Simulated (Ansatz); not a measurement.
C$_{3}$H$_{6}$FN (`CC/N=C\F`) at its PBE0-D4/def2-TZVP geometry, where that method's forces vanish. Charge 0, multiplicity 1.

```csv
atom,x (Å),y (Å),z (Å)
C1,-1.0147,0.6040,0.9819
C2,-0.1343,0.5698,-0.2536
N3,1.0556,-0.2133,0.0079
C4,1.3707,-1.1785,-0.7013
F5,0.6854,-1.6121,-1.7803
H6,-1.8752,1.2557,0.8168
H7,-1.3846,-0.3948,1.2231
H8,-0.4550,0.9751,1.8422
H9,0.2024,1.5851,-0.4853
H10,-0.6992,0.2049,-1.1172
H11,2.2488,-1.7957,-0.5341
```

Task: For each bond, give half the difference of the two atoms' forces along it (eV/Å; positive pushes the atoms apart) under PBE-D4, r2SCAN-D4, B3LYP-D4, ωB97M-V in def2-TZVPP. (An estimate is asked.)

Result: Computed: 
| bond | length (Å) | PBE-D4 | r2SCAN-D4 | B3LYP-D4 | ωB97M-V |
| --- | --- | --- | --- | --- | --- |
| C1–C2 | 1.517 | 0.01 | 0.11 | 0.16 | 0.14 |
| C1–H6 | 1.092 | 0.09 | -0.04 | -0.07 | -0.08 |
| C1–H7 | 1.092 | 0.11 | -0.03 | -0.06 | -0.07 |
| C1–H8 | 1.091 | 0.10 | -0.04 | -0.06 | -0.07 |
| C2–N3 | 1.448 | -0.07 | 0.09 | 0.19 | 0.28 |
| C2–H9 | 1.095 | 0.11 | -0.05 | -0.12 | -0.15 |
| C2–H10 | 1.095 | 0.12 | -0.06 | -0.11 | -0.15 |
| N3–C4 | 1.238 | 0.57 | 0.18 | -0.04 | -0.08 |
| C4–F5 | 1.350 | 0.53 | 0.35 | 0.43 | 0.25 |
| C4–H11 | 1.086 | -0.15 | -0.19 | -0.23 | -0.17 |

B3LYP here is the variant with VWN-RPA as its local correlation; programs differ in this.
